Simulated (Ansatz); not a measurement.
Compare A (`NCCN`) with its isomer B (`CN(C)N`).

Program: Ansatz. Geometries: PBE0-D4/def2-TZVP. ΔE: electronic, gas phase. CBS: MP2 limit from def2 TZ/QZ plus the TZ coupled-cluster correction, frozen cores. This one scheme is used for every species. Functionals use def2-TZVPP. B3LYP here is the variant with VWN-RPA as its local correlation; programs differ in this. Each species was taken in one conformer, which may not be the lowest.

A:

Z-matrix (Å, degrees):
```
C
C 1 1.521
N 1 1.455 2 110.8
H 1 1.104 2 108.9 3 125.5
H 1 1.095 2 108.6 3 -118.7
N 2 1.452 1 115.9 3 -60.1
H 2 1.095 1 108.8 3 177.5
H 2 1.094 1 108.6 3 61.3
H 3 1.013 1 110.3 2 71.9
H 3 1.012 1 110.8 2 -170.3
H 6 1.013 2 111.4 1 -54.7
H 6 1.012 2 110.9 1 65.6
```

B:

```xyz
12

C    -1.234    0.498    0.320
N     0.184    0.251    0.414
C     0.512   -1.127    0.129
N     0.864    1.155   -0.430
H    -1.762   -0.140    1.032
H    -1.636    0.292   -0.689
H    -1.431    1.542    0.562
H     0.245   -1.417   -0.905
H     1.584   -1.287    0.265
H    -0.022   -1.787    0.817
H     1.827    1.210   -0.123
H     0.868    0.812   -1.394
```

**Question.** Which isomer does CCSD(T)/CBS put lower? Give the gap. (An estimate is asked.)

**Answer.** Computed: A, by 25.1 kcal/mol.

**Question.** Give E(B) − E(A) in kcal/mol with CCSD(T)/def2-TZVPP, PBE0-D4, B3LYP-D4, PBE-D4, ωB97M-V, B3LYP, CCSD/def2-TZVPP. (Best estimate.)

**Answer.** Computed: CCSD(T)/def2-TZVPP 24.5, PBE0-D4 23.8, B3LYP-D4 23.1, PBE-D4 22.5, ωB97M-V 24.1, B3LYP 23.3, CCSD/def2-TZVPP 24.9. None reverses the order clearly.

Largest T1 diagnostic: 0.009.

From PBE to PBE0 (25 % exact exchange), in def2-TZVPP and without D4, E(B) − E(A) moves by +1.2 kcal/mol.
